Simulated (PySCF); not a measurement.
Level sweep

CH3F.
SMILES: `CF`

PySCF, dipoles from the SCF density, polarisabilities from static response with core orbitals frozen. Isolated species at its PBE0-D3(BJ)/def2-SVP geometry, gas phase.

Reference dipole: 1.847 D (measured, gas; NIST CCCBDB Release 22 (SRD 101), experimental dipoles). Reference dipole: 1.808 D (computed, CCSD(T)/CBS, all electrons, equilibrium geometry, gas; Hait, Head-Gordon, J. Chem. Theory Comput. 14 (2018) 1969). Reference polarisability: 2.540 Å³ (measured, gas; NIST CCCBDB Release 22 (SRD 101), experimental polarizabilities). Reference polarisability: 2.435 Å³ (computed, CCSD(T)/CBS, static electronic, isotropic average, equilibrium geometry, gas; Hait, Head-Gordon, Phys. Chem. Chem. Phys. 20 (2018) 19800). Errors are taken against the first value of each kind. The anisotropy is √(½[(α1 − α2)² + (α2 − α3)² + (α3 − α1)²]).

```
              level  μ (D)  error (%)  α (Å³)  error (%)  anisotropy (Å³)
      LDA/def2-SVPD  1.731       -6.3    2.63       +3.7             0.16
      PBE/def2-SVPD  1.672       -9.5    2.61       +2.7             0.18
    B3LYP/def2-SVPD  1.789       -3.1    2.53       -0.6             0.15
     PBE0/def2-SVPD  1.774       -4.0    2.49       -1.9             0.15
BHandHLYP/def2-SVPD  1.893       +2.5    2.42       -4.8             0.13
CAM-B3LYP/def2-SVPD  1.843       -0.2    2.50       -1.5             0.15
  wB97X-D/def2-SVPD  1.808       -2.1    2.48       -2.2             0.14
  LC-wPBE/def2-SVPD  1.837       -0.5    2.45       -3.4             0.15
       HF/def2-SVPD  1.986       +7.5    2.31       -8.9             0.10
        PBE0/6-31G*  1.662      -10.0    1.90      -25.3             0.07
       PBE0/6-31+G*  1.914       +3.6    2.11      -17.1             0.04
      PBE0/def2-SVP  1.743       -5.6    1.90      -25.3             0.02
   PBE0/aug-cc-pVDZ  1.724       -6.6    2.52       -0.7             0.19
     PBE0/def2-TZVP  1.728       -6.4    2.26      -11.2             0.03
    PBE0/def2-TZVPD  1.713       -7.2    2.56       +0.7             0.16
   PBE0/aug-cc-pVTZ  1.715       -7.1    2.57       +1.0             0.17
```

For the dipole, the smallest error is 0.2% (CAM-B3LYP/def2-SVPD) and the largest 10.0% (PBE0/6-31G*). For the polarisability, the smallest error is 0.6% (B3LYP/def2-SVPD) and the largest 25.3% (PBE0/def2-SVP and PBE0/6-31G*). The dipole runs from 1.66 D (PBE0/6-31G*) to 1.99 D (HF/def2-SVPD). In one basis (def2-SVPD) the functionals order the polarisability from HF (lowest) to LDA (highest), a spread of 14%. With PBE0 the polarisability is 2.02 Å³ without diffuse functions (mean of 6-31G*, def2-SVP and def2-TZVP) and 2.45 Å³ with them (mean of 6-31+G*, def2-SVPD, aug-cc-pVDZ, def2-TZVPD and aug-cc-pVTZ). Measured values can belong to vibrating molecules; the computed ones are for one fixed geometry.
